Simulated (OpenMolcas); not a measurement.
**BH2 (boron dihydride): the vertical ionisation energy, rung by rung**

BH2: 3 atoms, total charge 0, spin state doublet. SMILES: `[BH2]`. The shape is that of a PBE0-D4/def2-TZVP optimisation.

```xyz
3

B     0.2651   -0.1677    0.1297
H     0.2921    1.0149    0.2708
H    -0.5572   -0.8473   -0.4006
```

Quantity: the vertical ionisation energy (to the singlet cation), in eV. The values are calculated.

```csv
level,kind,program,value (eV),CPU time (all runs)
USVWN5/def2-TZVPPD,LDA,OpenMolcas,9.19,16 s
U-revPBE/def2-TZVPPD,GGA,OpenMolcas,9.20,22 s
U-r2SCAN/def2-TZVPPD,meta-GGA,OpenMolcas,9.33,30 s
UM06-L/def2-TZVPPD,meta-GGA,OpenMolcas,9.25,35 s
UB3LYP/def2-TZVPPD,global hybrid,OpenMolcas,?,23 s
UM06-2X/def2-TZVPPD,hybrid meta-GGA,OpenMolcas,?,31 s
UPBE0/def2-TZVPPD,global hybrid,OpenMolcas,9.21,23 s
ROCCSD(T)/def2-TZVPPD,coupled cluster or CI,OpenMolcas,8.98,15 s
```

(1) Estimate the missing values from the other rows.

Results:

(1) As computed at these levels: UB3LYP/def2-TZVPPD: 9.22 eV; UM06-2X/def2-TZVPPD: 9.01 eV. The values span 8.98 to 9.33 eV. Times are those of the runs behind each value, whatever else they computed, on shared processors of several kinds: orders of magnitude only.
